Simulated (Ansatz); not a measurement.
Results of G0W0@PBE in Ansatz (hard PAW, contour deformation) for rock-salt KBr.

The cell has the measured lattice parameters. Conventional cell: a = 6.5982 Å, b = 6.5982 Å, c = 6.5982 Å, α = 90.00°, β = 90.00°, γ = 90.00°.

The quasiparticle gap at Γ at a fixed k mesh 2×2×2:

| response cutoff | value (eV) |
|---|---|
| 150 eV, 550 empty bands | 6.858 |
| 200 eV, 847 empty bands | 6.901 |
| 250 eV, 1184 empty bands | 6.925 |
| 300 eV, 1557 empty bands | 6.935 |

Question: Taking the value to converge with the response cutoff E as E^(−3/2), extrapolate from the last two rows.

Answer: With y = y∞ + c/w and weights w = 3953 and 5196 for the last two rows, y∞ = (w2 y2 − w1 y1)/(w2 − w1) = (5196 × 6.935 − 3953 × 6.925)/1243 = 6.967 eV, which lies 0.032 beyond the last row. Successive pairs of rows give 6.981, 6.985, 6.967. The limit also hangs on the law assumed, so its last digits aren't firm.

The other settings are not extrapolated, so this is the limit in one setting alone.

Spin–orbit coupling is not included.

Ansatz is a program for electronic structure.
